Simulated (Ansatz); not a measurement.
# BClH2O: the cost of one run

Program: Ansatz 0.2.0, Gaussian basis. Level of theory: PBE0-D4, def2-SVP first, then def2-TZVP. These are calculated values, not measurements.

## (1) Starting geometry

The guess: 5 atoms, charge 0, spin multiplicity 1.

Atoms are counted from 1 here; the program's logs count them from 0.

Bond lengths: B1–O3 1.269 Å, B1–H4 1.301 Å, B1–Cl5 1.692 Å. Angles: O3–B1–H4 60.1°, O3–B1–Cl5 141.8°, H4–B1–Cl5 158.1°.

As a file:

```xyz
5
BClH2O
B    -0.1136    0.1301   -0.2712
H     0.5619    0.0638    1.0860
O    -0.4083   -1.0937   -0.4343
H     0.1990   -0.7399    0.6439
Cl   -0.2390    1.6398   -1.0244
```

Distances that are to change: H2–H4 0.99 Å, B1–H2 1.52 Å, O3–H4 1.29 Å.

## (2) Constrained relaxation of the guess

hold/in.yaml reads:

```yaml
crystal:
  periodic: [false, false, false]
  atoms:
    - {symbol: B, position_ang: [-0.113600, 0.130100, -0.271200]}
    - {symbol: H, position_ang: [0.561900, 0.063800, 1.086000]}
    - {symbol: O, position_ang: [-0.408300, -1.093700, -0.434300]}
    - {symbol: H, position_ang: [0.199000, -0.739900, 0.643900]}
    - {symbol: Cl, position_ang: [-0.239000, 1.639800, -1.024400]}
basis:
  gaussian: {orbitals: def2-SVP}
hamiltonian: {xc: pbe0, dispersion: d4}
relax: {f_tol: 0.08, max_steps: 120, escape_saddle: false, constraints: [{distance: [1, 3]}, {distance: [0, 1]}, {distance: [2, 3]}]}
```

Launch:

```sh
$ ansatz run in.yaml --threads 2 --pin off --events-out ev --progress --plain --max-ram 4352MiB
```

**Question.** How long does this run take on 2 threads of Intel Xeon 6975P-C, shared host?

About 2 s.
